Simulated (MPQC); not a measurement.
# [PH2]− (phosphanide) at 5 levels

Aim: a comparison of 5 runs (HF/STO-3G, HF/def2-TZVP, UHF/6-311++G(3df,3pd), B3LYP/6-31G*, BLYP/def2-SVP) of [PH2]− (phosphanide). 

The calculation is run with MPQC 2.3.1.

4 further runs of the same task are left out: 1 that didn't finish, 3 set aside as unsound or not needed.

## (1) Starting point

[PH2]−: 3 atoms, total charge -1, spin state singlet. SMILES: `[PH2-]`. Geometry: relaxed at GFN2-xTB.

Bond lengths: P1–H2 1.345 Å, P1–H3 1.345 Å. Angles: H2–P1–H3 91.0°.

## (2) Energy and forces at HF/STO-3G (run 1)

The input, run.in:

```
% emacs should use -*- KeyVal -*- mode
molecule<Molecule>: (
   symmetry = c1
   unit = bohr
   { atoms geometry } = {
      P  [ 0.94282216    -0.55478580     0.46307739 ]
      H  [ 0.19953618     1.87124460     0.31205047 ]
      H  [ -1.14233944    -1.31647770    -0.77512786 ]
   }
)
basis<GaussianBasisSet>: (
   name = "STO-3G"
   molecule = $:molecule
   basisdir = "."
   puream = yes
)
mpqc: (
   checkpoint = no
   savestate = no
   restart = no
   do_energy = yes
   do_gradient = yes
   optimize = no
   mole<CLHF>: (
      molecule = $:molecule
      basis = $:basis
      total_charge = -1
      memory = 1000000000
      print_evals = yes
      print_npa = yes
      maxiter = 120
      value_accuracy = 1e-08
      guess_wavefunction<CLHF>: (
         molecule = $:molecule
         total_charge = -1
         memory = 1000000000
         value_accuracy = 1e-3
         basis<GaussianBasisSet>: (
            name = "STO-3G"
            molecule = $:molecule
         )
      )
   )
)
```

The basis set STO-3G is read from a file made from the Basis Set Exchange's data (not shown).

Command:

```bash
mpqc -o run.out run.in
```

Log:

```text
MPQC: Massively Parallel Quantum Chemistry
[...]
  LUMO is    10   A =   0.913948
  total scf energy = -337.7961324896
[...]
Value of the MolecularEnergy: -337.7961324896
  Gradient of the MolecularEnergy:
      1   -0.0395290008
      2    0.0232786272
      3   -0.0194132228
      4    0.0104372276
      5   -0.0338165738
      6    0.0021476045
      7    0.0290917732
      8    0.0105379467
      9    0.0172656183
  Function Parameters:
    value_accuracy    = 7.316499e-10 (1.000000e-08) (computed)
[...]
      symmetry = c1
[...]
```

Run time: 0.08 s. Hardware: 1 thread of Arm Neoverse V1, shared host.

## (3) Energy and gradient at HF/def2-TZVP (run 2)

The input, job.in:

```
% H2P
molecule<Molecule>: (
  symmetry = c1
  unit = bohr
  { atoms geometry } = {
    P  [ 0.94282216 -0.55478580 0.46307739 ]
    H  [ 0.19953618 1.87124460 0.31205047 ]
    H  [ -1.14233944 -1.31647770 -0.77512786 ]
  }
)
basis<GaussianBasisSet>: (
  name = "def2-TZVP"
  molecule = $:molecule
  basisdir = "."
  puream = yes
)
mpqc: (
  checkpoint = no
  savestate = no
  restart = no
  do_energy = yes
  do_gradient = yes
  optimize = no
  mole<CLHF>: (
    molecule = $:molecule
    basis = $:basis
    total_charge = -1
    memory = 1000000000
    print_evals = yes
    print_npa = yes
    maxiter = 120
    value_accuracy = 1e-08
    guess_wavefunction<CLHF>: (
      molecule = $:molecule
      total_charge = -1
      memory = 1000000000
      value_accuracy = 1e-3
      basis<GaussianBasisSet>: (
        name = "STO-3G"
        molecule = $:molecule
      )
    )
  )
)
```

The basis set def2-TZVP is read from a file made from the Basis Set Exchange's data (not shown).

Command:

```bash
mpqc -o job.out job.in
```

Log:

```text
MPQC: Massively Parallel Quantum Chemistry
[...]
  LUMO is    10   A =   0.367293
  total scf energy = -341.8681229333
[...]
Value of the MolecularEnergy: -341.8681229333
  Gradient of the MolecularEnergy:
      1   -0.0389395006
      2    0.0229287317
      3   -0.0191240061
      4    0.0078733766
      5   -0.0390288594
      6    0.0001649285
      7    0.0310661240
      8    0.0161001277
      9    0.0189590776
  Function Parameters:
    value_accuracy    = 7.464805e-09 (1.000000e-08) (computed)
[...]
      symmetry = c1
[...]
```

Wall time 1.2 s (1 thread of Arm Neoverse V1, shared host).

Run 3 isn't shown in full; the table further down has it.

## (4) Energy and gradient at B3LYP/6-31G(d) (spherical functions) (run 4)

The input, run.in:

```
% H2P
molecule<Molecule>: (
   symmetry = c1
   unit = angstrom
   { atoms geometry } = {
      P  [ 0.498920    -0.293580     0.245050 ]
      H  [ 0.105590     0.990220     0.165130 ]
      H  [ -0.604500    -0.696650    -0.410180 ]
   }
)
basis<GaussianBasisSet>: (
   name = "6-31G*"
   molecule = $:molecule
   basisdir = "."
   puream = yes
)
mpqc: (
   checkpoint = no
   savestate = no
   restart = no
   do_energy = yes
   do_gradient = yes
   optimize = no
   mole<CLKS>: (
      molecule = $:molecule
      basis = $:basis
      total_charge = -1
      memory = 1000000000
      print_evals = yes
      print_npa = yes
      maxiter = 120
      value_accuracy = 1e-08
      functional<StdDenFunctional>: ( name = "B3LYP" )
      integrator<RadialAngularIntegrator>: ( grid = xfine )
      guess_wavefunction<CLHF>: (
         molecule = $:molecule
         total_charge = -1
         memory = 1000000000
         value_accuracy = 1e-3
         basis<GaussianBasisSet>: (
            name = "MINI (Huzinaga)"
            molecule = $:molecule
         )
      )
   )
)
```

The basis set 6-31G* is read from a file made from the Basis Set Exchange's data (not shown).

Command:

```bash
mpqc run.in > run.out
```

Log:

```text
MPQC: Massively Parallel Quantum Chemistry
[...]
  Integrated electron density error = 0.000005171992
  iter     1 energy = -342.3913108211 delta = 3.31244e-01
  Integrated electron density error = -0.000020728692
  iter     2 energy = -342.5109608901 delta = 5.20889e-02
[...]
  Integrated electron density error = -0.000000006153
  iter     9 energy = -342.5176439137 delta = 1.50148e-06
  Integrated electron density error = -0.000000006152
  iter    10 energy = -342.5176439137 delta = 3.23055e-07
  Integrated electron density error = -0.000000006151
  iter    11 energy = -342.5176439137 delta = 1.34191e-07
[...]
  LUMO is    10   A =   0.297585
  total scf energy = -342.5176439137
[...]
  Integrated electron density error = -0.000000007037
  Total Gradient:
[...]
Value of the MolecularEnergy: -342.5176439137
  Gradient of the MolecularEnergy:
      1   -0.0502475044
      2    0.0295830213
      3   -0.0246780305
      4    0.0121198405
      5   -0.0457001229
      6    0.0018015342
      7    0.0381276640
      8    0.0161171016
      9    0.0228764962
  Closed Shell Kohn-Sham (CLKS) Parameters:
    Function Parameters:
[...]
        symmetry = c1
[...]
```

Wall time 2.7 s (1 thread of Arm Neoverse V1, shared host).

## (5) Energy and gradient at BLYP/def2-SVP (run 5)

The input, input.in:

```
% emacs should use -*- KeyVal -*- mode
molecule<Molecule>: (
   symmetry = c1
   unit = bohr
   { atoms geometry } = {
      P  [ 0.94282216 -0.55478580 0.46307739 ]
      H  [ 0.19953618 1.87124460 0.31205047 ]
      H  [ -1.14233944 -1.31647770 -0.77512786 ]
   }
)
basis<GaussianBasisSet>: (
   name = "def2-SVP"
   molecule = $:molecule
   basisdir = "."
   puream = yes
)
mpqc: (
   checkpoint = no
   savestate = no
   restart = no
   do_energy = yes
   do_gradient = yes
   optimize = no
   mole<CLKS>: (
      molecule = $:molecule
      basis = $:basis
      total_charge = -1
      memory = 1000000000
      print_evals = yes
      print_npa = yes
      maxiter = 120
      value_accuracy = 1e-08
      functional<StdDenFunctional>: ( name = "BLYP" )
      integrator<RadialAngularIntegrator>: ( grid = xfine )
      guess_wavefunction<CLHF>: (
         molecule = $:molecule
         total_charge = -1
         memory = 1000000000
         value_accuracy = 1e-3
         basis<GaussianBasisSet>: (
            name = "STO-3G"
            molecule = $:molecule
         )
      )
   )
)
```

The basis set def2-SVP is read from a file made from the Basis Set Exchange's data (not shown).

Command:

```bash
mpqc -o input.out input.in
```

Log:

```text
MPQC: Massively Parallel Quantum Chemistry
[...]
  Integrated electron density error = 0.000029208159
  iter     1 energy = -342.0000129840 delta = 2.82955e-01
  Integrated electron density error = 0.000036393009
  iter     2 energy = -342.2252935761 delta = 1.94538e-01
[...]
  Integrated electron density error = 0.000000000312
  iter    13 energy = -342.3840212303 delta = 2.25771e-07
  Integrated electron density error = 0.000000000312
  iter    14 energy = -342.3840212303 delta = 7.02209e-08
  Integrated electron density error = 0.000000000312
  iter    15 energy = -342.3840212303 delta = 3.49596e-08
[...]
  LUMO is    10   A =   0.297439
  total scf energy = -342.3840212303
[...]
  Integrated electron density error = 0.000000000332
  Total Gradient:
[...]
Value of the MolecularEnergy: -342.3840212303
  Gradient of the MolecularEnergy:
      1   -0.0571779288
      2    0.0336609132
      3   -0.0280820480
      4    0.0146536400
      5   -0.0499514550
      6    0.0027489352
      7    0.0425242888
      8    0.0162905418
      9    0.0253331128
  Closed Shell Kohn-Sham (CLKS) Parameters:
    Function Parameters:
[...]
        symmetry = c1
[...]
```

Wall time 4.8 s (1 thread of Arm Neoverse V1, shared host).

## (6) Overview of the runs

```tsv
run	level	task	starting guess	energy (Eh)	HOMO energy (eV)	LUMO energy (eV)	HOMO–LUMO gap (eV)	wall time
1	HF/STO-3G	gradient	STO-3G	-337.796132	5.77	24.87	19.10	0.08 s
2	HF/def2-TZVP	gradient	STO-3G	-341.868123	-0.71	9.99	10.71	1.2 s
3	UHF/6-311++G(3df,3pd)	energy	STO-2G	-341.879564	–	–	–	12 s
4	B3LYP/6-31G* (spherical functions)	gradient	MINI (Huzinaga)	-342.517644	2.17	8.10	5.93	2.7 s
5	BLYP/def2-SVP	gradient	STO-3G	-342.384021	3.73	8.09	4.37	4.8 s
```

## (7) What came out

| quantity | value |
| --- | --- |
| run 5: total energy | -342.38402 Eh |
| run 5: HOMO energy | 3.73 eV |
| run 5: LUMO energy | 8.09 eV |
| run 5: HOMO–LUMO gap (to an unbound level, set by the basis) | 4.37 eV |
| run 5: largest force on an atom | 3.705 eV/Å |

What this shows: Over runs 1, 2, 4, 5 the HOMO–LUMO gap runs from 4.37 eV (BLYP/def2-SVP) to 19.10 eV (HF/STO-3G). The two ends differ in method and basis. The empty levels of an anion lie above zero and hang on the basis. Totals of different functionals can't be ranked against each other. In runs 1, 4, 5 the HOMO lies above zero, so the outermost electron may be held by the basis alone. In run 1 the basis is minimal, so the values are rough. All runs together took 21 s, the longest 12 s.
